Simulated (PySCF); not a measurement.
Compound: C5H6.
SMILES: `C=CC#CC`

Computed with PySCF, TDDFT CAM-B3LYP/def2-SVPD, vertical, gas phase, core orbitals frozen in the response. Geometry: PBE0-D3(BJ)/def2-SVP; no solvent, vibrations or thermal averaging.

Question: Predict the UV-vis stick spectrum at this level.

Answer: 

```tsv
state	E (eV)	λ (nm)	ν̃ (cm⁻¹)	f	|μ| (D)	main configurations (H = HOMO, L = LUMO)
S1	5.25	236.0	42380	0.0001	0.08	H-1→L (95%)
S2	5.54	224.0	44640	0.309	3.83	H→L (84%)
S3	6.11	202.9	49300	0.0014	0.25	H→L+2 (42%), H→L+1 (25%), H→L+4 (17%)
S4	6.60	187.9	53230	0.0007	0.17	H→L+1 (65%), H→L+4 (24%)
S5	7.12	174.1	57450	0.030	1.05	H-1→L+1 (92%)
S6	7.35	168.6	59310	0.013	0.68	H→L+2 (46%), H→L+4 (30%), H→L+5 (11%)
S7	7.55	164.1	60930	0.528	4.29	H-2→L (24%), H-1→L+2 (24%), H-1→L+4 (18%)
S8	7.59	163.3	61220	0.0039	0.37	H→L+3 (91%)
S9	8.11	152.9	65390	0.022	0.84	H-3→L (46%), H→L+5 (28%), H→L+4 (11%)
S10	8.15	152.1	65730	0.014	0.67	H-1→L+2 (42%), H-2→L (37%), H-1→L+4 (8%)
```

Triplets (Tamm–Dancoff): T1 3.38 eV, H→L (91%); T2 4.95 eV, H-1→L (87%); T3 5.50 eV, H-1→L+4 (27%), H-2→L (22%), H-1→L+2 (18%); T4 5.85 eV, H→L+2 (36%), H→L+4 (22%), H→L+1 (14%).

The lowest singlet lies at 5.25 eV (236 nm, ultraviolet) and is dark (f under 0.0005); its leading configuration is HOMO-1→LUMO (95%). The strongest level in the table is S7 at 7.55 eV (164 nm, f = 0.528). Löwdin shares by element: HOMO carbon 87% or more; LUMO carbon 80% or more (atoms not listed hold the other 20%). Weighted by f, the mean energy of these states is 6.88 eV. Orbital energies (eV): HOMO-3 -12.03, HOMO-2 -10.77, HOMO-1 -8.82, HOMO -7.98, LUMO 0.37, LUMO+1 1.34, LUMO+2 1.74. The listed states span 2.90 eV, and the widest gap between neighbours is 0.58 eV (S2 to S3). The vertical ionisation energy (ΔSCF) is 8.84 eV, 0.69 eV above S10. Only the lowest 10 singlets were computed, as vertical energies without vibronic structure.

Time: 36 s of wall time (with the writing of density and orbital grids). Hardware: one thread of an x86-64 server, shared host.
